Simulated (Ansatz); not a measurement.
# HO+ (singlet): from Hartree-Fock to the top rungs at distance O1–H2 = 2.313 Å, aug-cc-pVDZ

An exercise on one series of results from a longer session: the logs are not shown, and one member is left open.

Computed with Ansatz 0.2.0, Gaussian basis. Level: aug-cc-pVDZ, core rule «outside noble gas», up to 1 orbitals frozen.

Plan: UHF; CCSD(T) on RHF; CCSD(T) on UHF; BCCD(T) on RHF; CISD; CCSDT(Q) on RHF; CCSDT(Q) on UHF; CASSCF and MRCISD+Q, 2 electrons in 2 orbitals; CASSCF and NEVPT2, 2 electrons in 2 orbitals; CASSCF and MRCISD+Q, 6 electrons in 5 orbitals; CASSCF and NEVPT2, 6 electrons in 5 orbitals; Full CI; Full CI in the symmetry of the determinant.

30 further runs of the same task are left out: 2 for a known fault of the program, 18 that didn't finish, 10 set aside as unsound or not needed.

**What is computed**

The geometry derives from a PBE0/def2-TZVP stationary point (not a proven minimum). One bond is set to the value named and the two fragments are kept rigid.

2 atoms, charge 1, spin multiplicity 1.

Atoms are counted from 1 here; the program's logs count them from 0.

No contacts short enough for the rule that draws bonds.

Set-up of the first run:

Input file in.yaml:

```yaml
crystal:
  periodic: [false, false, false]
  atoms:
    - {symbol: O, position_ang: [0.000000, 0.000000, 0.000000]}
    - {symbol: H, position_ang: [0.000000, 0.000000, 2.313000]}
basis:
  gaussian: {orbitals: aug-cc-pVDZ}
total_charge: 1
magnetization: {spin_polarized: true, initial_magnetization: 0}
hamiltonian: {xc: hf}
output: {orbitals: {seedname: orbitals}}
```

Launch:

```sh
ansatz run in.yaml --threads 1 --pin off --events-out ev --progress --plain --max-ram 2393MiB
```

Among the steps run: UHF; CCSD(T) on RHF; CCSD(T) on UHF; BCCD(T) on RHF; CISD; CCSDT(Q) on RHF; CCSDT(Q) on UHF; CASSCF and MRCISD+Q, 2 electrons in 2 orbitals; CASSCF and NEVPT2, 2 electrons in 2 orbitals; CASSCF and MRCISD+Q, 6 electrons in 5 orbitals; CASSCF and NEVPT2, 6 electrons in 5 orbitals; Full CI; Full CI in the symmetry of the determinant.

One of the session's tables, all rows but one given; the rest of the session is left out.

```
          method  from FCI (kcal/mol)
             RHF              +120.28
            RMP2               +34.36
            CISD               +18.89
           RCCSD               +12.58
        RCCSD(T)                +6.08
         BCCD(T)                +5.96
          RCCSDT                +0.58
       RCCSDT(Q)                -0.34
     CASSCF pair               +94.68
     NEVPT2 pair               +12.79
     MRCISD pair                +5.32
   MRCISD+Q pair                -0.20
  CASSCF valence                    ?
  NEVPT2 valence               +13.43
  MRCISD valence                +3.25
MRCISD+Q valence                +0.55
             FCI                    0
```

Q: Estimate the row for CASSCF valence from the others.

**Answer.** from FCI (kcal/mol): +78.14. In the column «from FCI (kcal/mol)» it lies between RMP2 (+34.36) and CASSCF pair (+94.68).

Among the levels timed on like hardware and quicker than the yardstick, those that no quicker one beats, quickest first: NEVPT2 valence (0.36 s, +13.43 kcal/mol); RCCSD(T) (0.42 s, +6.08 kcal/mol); BCCD(T) (0.54 s, +5.96 kcal/mol); MRCISD+Q valence (0.72 s, +0.55 kcal/mol); MRCISD+Q pair (1.3 s, -0.20 kcal/mol). Runs this short are mostly start-up, so their order is noise.

Left out of the table: UHF, UMP2, UCCSD, UCCSD(T), UCCSDT, UCCSDT(Q) (another determinant or state than the rows shown).

Limits of these values: The report flags that the cluster equations may have other roots. The yardstick is full CI for this spin, exact in this basis with these frozen cores. The program flags RCCSDT(Q) as in doubt, so those rows may rest on another solution; read them beside their warnings. RCCSDT(Q), MRCISD+Q pair fall below full CI, which methods that aren't variational can do. Of the multireference levels listed MRCISD+Q pair comes nearest in total energy (-0.20 kcal/mol), which doesn't show that its space is the better one. Warnings in the runs' records: large difference, lower state, other roots.
